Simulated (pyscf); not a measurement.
H₃C–Ga(OH)–OH (SMILES [CH3][Ga]([OH])[OH]) + H₂ (SMILES [H][H]) -> H₃C–GaH–OH (SMILES [CH3][GaH][OH]) + H₂O (SMILES O), a four-centre exchange (singlet surface; Ga–O, H–H broken, Ga–H, H–O formed). Single points on ωB97X-D3(BJ)/def2-SVP structures (PySCF, gas phase). Energies in kcal/mol from the separated reactants.

Small-basis levels: PySCF, no dispersion term, spherical d functions. AM1 to PM7: differences of heats of formation from MOPAC, which are fitted to 298 K values and so differ in kind from electronic energies by zero-point and thermal terms. GFN2-xTB: tblite. Cost: rough CPU time at the saddle relative to B3LYP/6-31G*+LANL2DZ, from one job on a shared machine.

| level | barrier | reaction energy | cost |
|---|---|---|---|
| HF/STO-3G | 49.0 | +13.3 | 0.08 |
| HF/3-21G | ___ | +32.1 | 0.1 |
| HF/6-31G*+LANL2DZ | ___ | +16.0 | 0.1 |
| MP2/6-31G*+LANL2DZ | 35.2 | +25.9 | 0.1 |
| B3LYP/LANL2DZ | 27.7 | +23.6 | 0.9 |
| M06-2X/6-31G*+LANL2DZ | 28.2 | +22.4 | 2 |
| B3LYP/6-311+G**+LANL2DZ | 25.4 | +12.3 | 2 |
| GFN2-xTB | 20.6 | +15.9 | under 0.02 |
| AM1 | 14.0 | -14.8 | under 0.02 |
| ωB97M-D3(BJ)/def2-TZVP | ___ | +10.7 | – |

**Question.** Fill in the missing entries.

**Answer.** 
- HF/3-21G, barrier: 32.0
- HF/6-31G*+LANL2DZ, barrier: 39.9
- ωB97M-D3(BJ)/def2-TZVP, barrier: 24.1

Against the last row the barrier runs from -10.1 (AM1) to +24.8 kcal/mol (HF/STO-3G). ωB97M-D3(BJ)/def2-TZVP has limits of its own. On the product side the descent ends in an adduct with a Ga–O contact (not fully relaxed), 15.9 kcal/mol under the separated species and 27.9 kcal/mol under the saddle at ωB97X-D3(BJ)/def2-TZVP. What is counted as broken (Ga–O) persists as a longer contact in the product adduct; parting that adduct is a step of its own. At the saddle there is also a short Ga–H contact that neither side keeps. This is the saddle that the search found; another between the same sides may lie lower. In the def2 sets elements up to Kr have no core potential.
